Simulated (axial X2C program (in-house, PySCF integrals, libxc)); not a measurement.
# Density and ELF of OH⁻

Computed with an axial X2C code built on PySCF integrals. Two-component (2c) means X2C with spin–orbit coupling and atomic mean-field two-electron Coulomb and Gaunt terms. Basis: O dyall-av3z [7s6p3d2f], H dyall-av3z [7s3p2d] (cores contracted in-house); Gaussian nuclei, density fitting, unrestricted open shells. Masses: O 15.995 u, H 1.008 u.

PBE0, two-component, state Ω = 0 (closed shell); O at z = 0, H at z = 0.963 Å.

The maps cover the half plane through the axis: z from -2.4 to 3.0 Å along the bond, ρ from 0.15 to 2.25 Å away from it.

log10 of the density in e/bohr³:

```
 ρ\z  -2.4  -1.8  -1.2  -0.6   0.0   0.6   1.2   1.8   2.4   3.0
0.15  -3.9  -3.0  -1.9  -0.6   0.7  -0.4  -0.9  -2.1  -3.1  -4.0
0.45  -3.9  -3.0  -2.0  -0.9  -0.3  -0.8  -1.3  -2.2  -3.2  -4.0
0.75  -4.0  -3.1  -2.2  -1.3  -0.9  -1.2  -1.8  -2.5  -3.3  -4.1
1.05  -4.0  -3.3  -2.5  -1.8  -1.4  -1.7  -2.2  -2.8  -3.5  -4.2
1.35  -4.1  -3.4  -2.7  -2.2  -2.0  -2.1  -2.5  -3.1  -3.7  -4.3
1.65  -4.2  -3.6  -3.0  -2.6  -2.4  -2.5  -2.9  -3.3  -3.9  -4.4
1.95  -4.3  -3.8  -3.3  -2.9  -2.8  -2.9  -3.2  -3.6  -4.0  -4.6
2.25  -4.5  -4.0  -3.6  -3.3  -3.1  -3.2  -3.4  -3.8  -4.2  -4.7
```

Electron localisation function (collinear form, no current term, damped to 0 at low density):

```
 ρ\z  -2.4  -1.8  -1.2  -0.6   0.0   0.6   1.2   1.8   2.4   3.0
0.15  0.00  0.03  0.36  0.81  0.43  0.88  0.98  0.76  0.08  0.00
0.45  0.00  0.03  0.33  0.82  0.84  0.75  0.86  0.54  0.06  0.00
0.75  0.00  0.03  0.29  0.77  0.85  0.59  0.52  0.24  0.03  0.00
1.05  0.00  0.03  0.24  0.64  0.72  0.45  0.25  0.11  0.02  0.00
1.35  0.00  0.02  0.18  0.48  0.55  0.34  0.16  0.06  0.01  0.00
1.65  0.00  0.01  0.12  0.35  0.41  0.26  0.11  0.03  0.00  0.00
1.95  0.00  0.01  0.07  0.22  0.28  0.19  0.07  0.02  0.00  0.00
2.25  0.00  0.00  0.03  0.11  0.16  0.11  0.04  0.01  0.00  0.00
```

Occupations by symmetry block were frozen at the best pattern of an incomplete PBE0 search. The highest occupied level of some functionals is positive through self-interaction error; at Hartree–Fock it is bound.
